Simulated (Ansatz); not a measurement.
For antifluorite Mg₂Si, rVV10 in Ansatz (plane waves, PAW) gives:

```
Property                     Value
------------------  --------------
lattice constant a         6.360 Å
formation enthalpy  -0.131 eV/atom
```

### Question
What does HSE06 (Ansatz, a program for electronic structure, plane waves, PAW) give for the same quantities?

### Answer

- lattice constant a: 6.337 Å (falls by 0.4 %)
- formation enthalpy: -0.189 eV/atom (moves by -0.058 eV/atom)

For comparison: formation enthalpy -0.269 eV/atom (measured, 298 K, copied from a table, unchecked, not corrected to a static lattice; as tabulated in Wang et al. (2021), doi:10.1038/s41598-021-94550-5).

Changes are worked out from the printed values.

Unless a cell is named, each level is at its own relaxed cell (rVV10 21.44, HSE06 21.21 Å³/atom).

Caveats: hybrids on metals are sensitive to the k mesh and can open a false gap (HSE06). Ansatz's density-functional and Hartree–Fock values are scalar-relativistic unless marked +SOC, with PAW data made under PBE.
